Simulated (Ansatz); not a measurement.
# C₃H₆F₂O: how energies converge with the basis set

One table from this session's results is given with a row withheld; the runs are named, their logs left out.

Computed with Ansatz 0.2.0, Gaussian basis. Level: one geometry, several basis sets.

Plan: PBE0-D4/def2-SVP; ωB97M-V/def2-SVP; PBE0-D4/def2-QZVPP; ωB97M-V/def2-QZVPP; the functionals' def2-TZVPP values are taken from earlier runs.

### The geometry

The geometry comes from an earlier relaxation with PBE0-D4 in a triple-zeta def2 set; it is a stationary point, not always the lowest conformer.

SMILES `CC(O)(F)CF`, 12 atoms, charge 0, spin multiplicity 1.

Atoms are counted from 1 here; the program's logs count them from 0.

Bond lengths: C1–C2 1.505 Å, C1–H7 1.091 Å, C1–H8 1.090 Å, C1–H9 1.090 Å, C2–O3 1.373 Å, C2–F4 1.396 Å, C2–C5 1.519 Å, O3–H10 0.965 Å, C5–F6 1.382 Å, C5–H11 1.092 Å, C5–H12 1.093 Å. Angles: C2–C1–H7 110.4°, C2–C1–H8 110.4°, C2–C1–H9 108.6°, H7–C1–H8 109.6°, H7–C1–H9 108.9°, H8–C1–H9 108.9°, C1–C2–O3 109.4°, C1–C2–F4 108.1°, C1–C2–C5 112.7°, O3–C2–F4 108.8°, O3–C2–C5 111.3°, F4–C2–C5 106.4°, C2–O3–H10 107.8°, C2–C5–F6 109.2°, C2–C5–H11 110.6°, C2–C5–H12 110.0°, F6–C5–H11 108.5°, F6–C5–H12 108.1° and more.

The first run:

Input file in.yaml:

```yaml
crystal:
  periodic: [false, false, false]
  atoms:
    - {symbol: C, position_ang: [-1.065825, -0.665195, -0.646658]}
    - {symbol: C, position_ang: [-0.218203, 0.076213, 0.351580]}
    - {symbol: O, position_ang: [-0.681896, 1.362636, 0.475810]}
    - {symbol: F, position_ang: [-0.338877, -0.566689, 1.584278]}
    - {symbol: C, position_ang: [1.258711, 0.052845, -0.002068]}
    - {symbol: F, position_ang: [1.937725, 0.923477, 0.829046]}
    - {symbol: H, position_ang: [-0.727848, -1.697783, -0.740717]}
    - {symbol: H, position_ang: [-1.021744, -0.176475, -1.620020]}
    - {symbol: H, position_ang: [-2.097963, -0.661751, -0.296363]}
    - {symbol: H, position_ang: [-0.038890, 1.859438, 0.996411]}
    - {symbol: H, position_ang: [1.670237, -0.948827, 0.135413]}
    - {symbol: H, position_ang: [1.401475, 0.386809, -1.032711]}
basis:
  gaussian: {orbitals: def2-SVP}
hamiltonian: {xc: pbe0, dispersion: d4}
output: {orbitals: {seedname: orbitals}}
```

Among the steps run: PBE0-D4 in def2-SVP; ωB97M-V in def2-SVP; PBE0-D4 in def2-QZVPP; ωB97M-V in def2-QZVPP.

One table of the session follows, with a row left open; its other results are not shown here.

| functional | basis | HOMO (eV) | LUMO (eV) |
| --- | --- | --- | --- |
| PBE0-D4 | def2-SVP | -8.78 | 1.79 |
| PBE0-D4 | def2-TZVPP | -8.98 | 1.14 |
| PBE0-D4 | def2-QZVPP | -9.04 | 0.65 |
| ωB97M-V | def2-SVP | ? | ? |
| ωB97M-V | def2-TZVPP | -11.43 | 2.57 |
| ωB97M-V | def2-QZVPP | -11.48 | 1.79 |

**Question.** Estimate the row for ωB97M-V, def2-SVP.

**Answer.** HOMO (eV): -11.20; LUMO (eV): 3.43. In the column «HOMO (eV)» it lies between ωB97M-V, def2-TZVPP (-11.43) and PBE0-D4, def2-QZVPP (-9.04).
